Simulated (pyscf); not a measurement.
## Routes from `[SiH3][O][PH2]` + `[H][H]`

Candidate steps break at most two bonds and form at most two. Each was searched with GFN2-xTB (tblite) first. Structures and frequencies: ωB97X-D3(BJ)/def2-SVP in PySCF. Energies: ωB97M-D3(BJ)/def2-TZVP, kJ/mol, from the separated reactants, singlet surface; ΔG‡ with ideal gas, 1 atm, RRHO with modes under 100 cm⁻¹ raised to 100, one conformer, R ln 2 for chiral ones without a mode under 150 cm⁻¹.

```tsv
products	type	ΔE‡	ΔE	ΔG‡ 298 K	ΔG‡ 900 K	ν‡ (cm⁻¹)
H₃Si–O–PH₂ + H₂	four-centre exchange	241.5	0.0	279.8	355.4	1390i
PH₃ + HO–SiH₃	four-centre exchange	250.7	-26.2	287.9	365.4	1386i
```

Plain bond fissions and candidates not yet searched are not listed, and one of them may be faster. Each barrier is that of the saddle found; lower ones may exist.
